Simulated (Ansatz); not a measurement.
What does this script print? It uses Ansatz 0.2.0, Python API.

Script `cas_c2h3al.py`:
```python
import ansatz as az

GEOMETRY = """
C    -0.66210   -0.58000   -0.36550
C     0.48590    0.12440   -0.80960
Al    0.12930    0.32180    0.95610
H    -1.49680   -1.12860   -0.64670
H     1.16330    0.36130   -1.64290
H     0.42240    0.83710    2.46250
"""

mol = az.Crystal.molecule()
for line in GEOMETRY.strip().splitlines():
    symbol, *xyz = line.split()
    mol = mol.atom(symbol, [float(v) for v in xyz])

base = (
    mol.calculation()
    .basis(gaussian="6-31G*")
    .correlation(active_electrons=6, active_orbitals=7)
)
for method in ["sc_nevpt2"]:
    summary = (base if method is None else base.correlation(method)).run().report
    space = summary["configurations"]
    state = space["states"][0]
    print(method or "casscf", f"total {summary['free_energy_ev'] / 27.211386246:.6f} Ha, active-space state {state['energy']['hartree']:.6f} Ha, mean field {summary['reference_energy_ev'] / 27.211386246:.6f} Ha")
    print("  determinants", state["n_determinants"], " natural occupations", [round(n, 3) for n in space["natural_occupations"]])
```

`python cas_c2h3al.py` gives:
```text
RunWarning: the results are in doubt because another end's mean lies 0.183 eV lower, and its corrected mean 0.079 eV higher
sc_nevpt2 total -319.564816 Ha, active-space state -319.342158 Ha, mean field -319.264769 Ha
  determinants 1225  natural occupations [1.974, 1.96, 1.924, 0.068, 0.032, 0.03, 0.012]
```
(Warnings from the package without file and line.)

Total energies depend on the basis set; only differences at equal settings carry meaning. The geometry is a force-field or estimated start, not a minimum of this method, and the basis set is short of its limit. The active space starts as a window about the frontier orbitals and is then optimised, not chosen by chemistry. A lower CASSCF solution was found and passed over, so the printed active-space state isn't the lowest. It ran for 8.8 s on 1 thread of Arm Neoverse V1 (shared host), peak memory 0.17 GiB.

(Lines on the test bed's own set-up are left out of the output.)
